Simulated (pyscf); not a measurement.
A first-order saddle from PySCF, ωB97X-D3(BJ)/def2-SVP:

```xyz
10

Ge    -1.1832     0.2217    -0.7283
Si    -0.8390    -0.4072     2.1278
H     -2.0893     1.4482    -0.7867
H     -1.9151    -0.1993     0.8499
H     -1.5484    -1.1616    -1.2580
H     -1.9478     0.1470     2.9680
H     -0.8908    -1.8888     2.0178
H      0.3774    -0.0403     2.9184
F      0.1487     0.2344     0.6699
F      0.1157     0.6894    -1.8073
```

Surface: singlet, charge 0. Lowest wavenumbers (cm⁻¹): 341i, 79, 148, 202, 265.

Which two sides does it connect, and which bonds change?

`[F][GeH2][F]` + `[SiH4]` <-> `[F][GeH3]` + `[F][SiH3]`, a four-centre exchange read from left to right: F–Ge, H–Si broken and Ge–H, F–Si formed. At ωB97M-D3(BJ)/def2-TZVP it lies +28.2 kcal/mol from the left side and +41.2 kcal/mol from the right (each side as separated species at their lowest minima found). On the product side the descent ends in a complex (not fully relaxed), 4.1 kcal/mol under the separated species and 43.1 kcal/mol under the saddle at ωB97X-D3(BJ)/def2-TZVP. One saddle was located; it need not be the lowest between these sides. Elements up to Kr have no core potential and no relativistic terms here.
